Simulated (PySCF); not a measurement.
Species: C3H2N (doublet state).
Geometry (PBE0-D3(BJ)/def2-SVP, Å), atoms numbered from 1 in this order:
```xyz
6
C3H2N angstrom
C     -1.099    0.081    0.102
C      0.203   -0.013    0.125
C      1.537   -0.111    0.149
N      2.715   -0.198    0.170
H     -1.605    1.001   -0.222
H     -1.744   -0.756    0.406
```

As a line formula: `C=[C]C#N` [radical].

Method used: UKS B3LYP, IGLO-III on C N, pcH-1 on H, non-relativistic, mean-field spin-orbit, GIAO in PySCF 2.14.0. Isolated species at its PBE0-D3(BJ)/def2-SVP geometry, gas phase. The SCF solution wasn't tested for stability. ⟨S²⟩ is 0.777 where a pure state has 0.75.

**Question.** The isotropic 13C couplings are -69.9, +66.1, -54.4 MHz. Assign them to C1; C2; C3.

**Answer.** 
```csv
site,a_iso (MHz),ρ(0) (bohr⁻³),position,distance from C2 (Å),spin population,largest |T| (MHz)
C1,-54.4,-0.0484,1 bond from C2,1.31,-0.17,17.6
C2,+66.1,+0.0588,largest spin population,0.00,+0.79,119.9
C3,-69.9,-0.0622,1 bond from N4,1.34,-0.24,25.2
```

ρ(0) is the spin density at the nucleus and T the dipolar tensor; entries for several nuclei are means. The largest Mulliken spin populations are on C2 (+0.79), N4 (+0.49), C3 (-0.24) and C1 (-0.17). The positive populations add up to 1.40 and the negative ones to -0.40, together 2S = 1. Main spin sites, with 60 % or more of the largest population: C2, N4; positions count bonds from the nearest.

Examples of negative spin density at the nucleus (bohr⁻³): C3 (-0.0622) and C1 (-0.0484).
